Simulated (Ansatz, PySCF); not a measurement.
System: CH2, triplet: symmetric bend, bond length relaxed. Scanned: H-C-H angle. Other coordinates (C-H bond length) were minimised at PBE0/def2-TZVP.

- UKS-PBE/cc-pVTZ = unrestricted PBE/cc-pVTZ run with Ansatz (a quantum-chemistry and plane-wave program)
- wB97X-V = unrestricted wB97X-V/cc-pVTZ (PySCF 2.14.0)
- CCSD(T) on UHF/cc-pVTZ, 1 core orbital frozen (PySCF)

Energies relative to the lowest point of each profile, in kJ/mol; the last columns give the difference from CCSD(T):

```json
[
 {"a / °": "180", "UKS-PBE/cc-pVTZ": "17.6", "wB97X-V": "20.9", "CCSD(T)": "24.6", "UKS-PBE/cc-pVTZ − CCSD(T)": "-7.0", "wB97X-V − CCSD(T)": "-3.7"},
 {"a / °": "172", "UKS-PBE/cc-pVTZ": "16.3", "wB97X-V": "19.4", "CCSD(T)": "22.9", "UKS-PBE/cc-pVTZ − CCSD(T)": "-6.6", "wB97X-V − CCSD(T)": "-3.5"},
 {"a / °": "164", "UKS-PBE/cc-pVTZ": "12.8", "wB97X-V": "15.3", "CCSD(T)": "18.3", "UKS-PBE/cc-pVTZ − CCSD(T)": "-5.4", "wB97X-V − CCSD(T)": "-3.0"},
 {"a / °": "156", "UKS-PBE/cc-pVTZ": "8.1", "wB97X-V": "9.8", "CCSD(T)": "12.0", "UKS-PBE/cc-pVTZ − CCSD(T)": "-3.9", "wB97X-V − CCSD(T)": "-2.2"},
 {"a / °": "148", "UKS-PBE/cc-pVTZ": "3.4", "wB97X-V": "4.3", "CCSD(T)": "5.8", "UKS-PBE/cc-pVTZ − CCSD(T)": "-2.4", "wB97X-V − CCSD(T)": "-1.5"},
 {"a / °": "140", "UKS-PBE/cc-pVTZ": "0.3", "wB97X-V": "0.6", "CCSD(T)": "1.3", "UKS-PBE/cc-pVTZ − CCSD(T)": "-1.0", "wB97X-V − CCSD(T)": "-0.7"},
 {"a / °": "132", "UKS-PBE/cc-pVTZ": "0.0", "wB97X-V": "0.0", "CCSD(T)": "0.0", "UKS-PBE/cc-pVTZ − CCSD(T)": "0.0", "wB97X-V − CCSD(T)": "0.0"},
 {"a / °": "124", "UKS-PBE/cc-pVTZ": "3.9", "wB97X-V": "3.9", "CCSD(T)": "3.3", "UKS-PBE/cc-pVTZ − CCSD(T)": "0.6", "wB97X-V − CCSD(T)": "0.6"},
 {"a / °": "116", "UKS-PBE/cc-pVTZ": "12.9", "wB97X-V": "13.4", "CCSD(T)": "12.2", "UKS-PBE/cc-pVTZ − CCSD(T)": "0.7", "wB97X-V − CCSD(T)": "1.2"},
 {"a / °": "108", "UKS-PBE/cc-pVTZ": "28.0", "wB97X-V": "29.4", "CCSD(T)": "27.6", "UKS-PBE/cc-pVTZ − CCSD(T)": "0.4", "wB97X-V − CCSD(T)": "1.8"},
 {"a / °": "100", "UKS-PBE/cc-pVTZ": "50.1", "wB97X-V": "52.8", "CCSD(T)": "50.3", "UKS-PBE/cc-pVTZ − CCSD(T)": "-0.3", "wB97X-V − CCSD(T)": "2.5"},
 {"a / °": "92", "UKS-PBE/cc-pVTZ": "79.8", "wB97X-V": "84.4", "CCSD(T)": "81.2", "UKS-PBE/cc-pVTZ − CCSD(T)": "-1.4", "wB97X-V − CCSD(T)": "3.2"},
 {"a / °": "84", "UKS-PBE/cc-pVTZ": "117.9", "wB97X-V": "124.9", "CCSD(T)": "120.8", "UKS-PBE/cc-pVTZ − CCSD(T)": "-2.9", "wB97X-V − CCSD(T)": "4.1"},
 {"a / °": "76", "UKS-PBE/cc-pVTZ": "165.3", "wB97X-V": "175.0", "CCSD(T)": "170.0", "UKS-PBE/cc-pVTZ − CCSD(T)": "-4.8", "wB97X-V − CCSD(T)": "5.0"},
 {"a / °": "68", "UKS-PBE/cc-pVTZ": "222.5", "wB97X-V": "235.6", "CCSD(T)": "229.7", "UKS-PBE/cc-pVTZ − CCSD(T)": "-7.2", "wB97X-V − CCSD(T)": "5.9"}
]
```

UKS-PBE/cc-pVTZ is furthest from CCSD(T) at 68 (-7.2 kJ/mol, below); its mean absolute difference over the points is 3.0 kJ/mol.

wB97X-V is furthest from CCSD(T) at 68 (5.9 kJ/mol, above); its mean absolute difference over the points is 2.6 kJ/mol.

The scan ran from 180.0 to 60.0; beyond the range shown the relaxed coordinates jump or full CI changes its symmetry label.
